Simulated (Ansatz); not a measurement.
Frontier orbitals of C3H9OP (`CP(C)(C)=O`).

Z-matrix (Å, degrees):
```
C
P 1 1.808
H 1 1.091 2 108.8
H 1 1.091 2 108.8 3 -117.8
H 1 1.092 2 112.1 3 121.1
C 2 1.808 1 104.8 3 -176.2
C 2 1.808 1 104.8 3 -66.1
O 2 1.479 1 113.8 3 58.8
H 6 1.091 2 108.8 1 176.0
H 6 1.091 2 108.8 1 -66.1
H 6 1.092 2 112.1 1 55.0
H 7 1.092 2 112.1 1 -55.1
H 7 1.091 2 108.8 1 -176.2
H 7 1.091 2 108.8 1 66.0
```

Charge 0, multiplicity 1. The structure was optimised at the PBE0-D4/def2-TZVP level. Basis def2-TZVPP, Ansatz 0.2.0.

| functional | HOMO (eV) | LUMO (eV) |
| --- | --- | --- |
| ωB97X-V | -9.94 | 2.51 |

(1) Give HOMO and LUMO (eV) with LDA (SPW92), PBE, revPBE, BLYP, r2SCAN, B97M-V, PBE0, B3LYP, r2SCANh, r2SCAN0, HSE06 (plane-wave form), BHLYP, CAM-B3LYP, LC-ωPBE, ωB97M-V, HF. (Estimate.)

Results:

(1) Computed: 
```
             functional    HOMO   LUMO
            LDA (SPW92)   -6.20  -0.23
                    PBE   -6.02  -0.07
                 revPBE   -5.95   0.03
                   BLYP   -5.91  -0.08
                 r2SCAN   -6.31   0.68
                 B97M-V   -6.40   0.06
                   PBE0   -7.50   0.70
                  B3LYP   -7.26   0.37
                r2SCANh   -6.87   0.91
                r2SCAN0   -7.72   1.21
HSE06 (plane-wave form)   -7.10   0.34
                  BHLYP   -8.93   1.26
              CAM-B3LYP   -8.94   1.43
                LC-ωPBE  -10.27   2.75
                ωB97M-V   -9.88   2.09
                     HF  -11.20   3.16
```

B3LYP here is the variant with VWN-RPA as its local correlation; programs differ in this. LC-ωPBE has ω = 0.4 bohr⁻¹. Positive LUMOs are unbound and depend on the basis.
